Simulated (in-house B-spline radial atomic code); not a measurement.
Ar. Computed with a B-spline radial atomic code. Model: non-relativistic spherical atom: semilocal Troullier-Martins pseudo-atom, one channel per l, against all electrons, high spin, G0W0 and RPA with empty states to l = 8, local potential for every l without a channel, a model core (radius 0 = none) keeps its share of the functional.

What the tables leave out is listed at the end.

The pseudopotential gives back the lowest level of each angular momentum of its own functional in the configuration it was made in; a second state of the same l is only approximately right. Exact exchange, RPA and GW see the smooth pseudo-orbitals and miss the exchange with the core, for which the functional's share stands in. The column with an uncorrelated core keeps all orbitals and exact exchange, and so separates missing core correlation from pseudisation. Only the three outermost levels and the lowest empty one were computed. RPA here is direct RPA, with no exchange kernel, and its energies carry an (l + 1/2)⁻⁴ tail. A hybrid on a potential with a model core restores only its own semilocal share of the core's exchange.

Command:
```bash
python run_psgw.py task.json out
```
Settings (lengths in bohr, energies in hartree):
```
Z                      18
electrons              18
configuration          [Ne] 3s2 3p6
generated_in           [Ne] 3s2 3p6
functional             pbe,pbe
core_shells            3
radius_factor          0.9
core_correction        True
```

Run time, properties included: 18 s on 1 thread of Arm Neoverse N1 (shared host).

Given: made with PBE; model core radius 0.735 bohr; local radius 1.08 bohr; mean-field start PBE.

Valence shells of the generating configuration: 3s, 3p.

Channel: s 1.066, p 1.159 (radii in bohr).

Computed: largest level miss in the spin-unpolarised generating configuration 0.004 eV; valence RPA correlation energy all-electron orbitals -0.43053 hartree; all-electron RPA polarisability, core included 10.619 bohr³; pseudo-atom RPA polarisability 10.532 bohr³.

```
level  occupied  mean-field all-electron (eV)  mean-field pseudo minus all (eV)  G0W0 all-electron (eV)  G0W0 uncorrelated core minus all (eV)  G0W0 pseudo minus all (eV)  exchange self-energy all-electron (eV)  exchange self-energy pseudo (eV)
   3p         1                       -10.286                                 0                 -15.416                                  0.107                      -0.074                                 -23.812                            -21.44
```

Problem. What is the valence RPA correlation energy pseudo?

Solution. -0.43433 hartree.

Given: mean-field start PBE0.

Computed: valence RPA correlation energy pseudo -0.40335 hartree; all-electron RPA polarisability, core included 9.2297 bohr³; pseudo-atom RPA polarisability 9.1855 bohr³.

| level | occupied | mean-field all-electron (eV) | mean-field pseudo minus all (eV) | G0W0 all-electron (eV) | G0W0 uncorrelated core minus all (eV) | G0W0 pseudo minus all (eV) | exchange self-energy all-electron (eV) | exchange self-energy pseudo (eV) |
| --- | --- | --- | --- | --- | --- | --- | --- | --- |
| 3p | 1 | -11.979 | -0.004 | -15.759 | 0.11 | -0.061 | -23.813 | -21.455 |

Problem. What is the valence RPA correlation energy all-electron orbitals?

Solution. -0.39888 hartree.

Among the listed levels the largest G0W0 shift of the pseudo-atom is -0.07 eV, for 3p on the PBE start, while leaving the core uncorrelated moves that level by +0.11 eV. The rest, -0.18 eV, comes from pseudisation and the lost core exchange. Not in the tables (levels of low weight, unsolved or above zero; the highest and the empty levels are kept at any weight): on PBE the G0W0 levels 3s (pseudo minus all -0.35 eV, weights 0.20 and -0.14); on PBE0 the G0W0 levels 3s (pseudo minus all -0.04 eV, weights 0.16 and 0.15); no Hartree-Fock pseudo-atom is run with a model core.
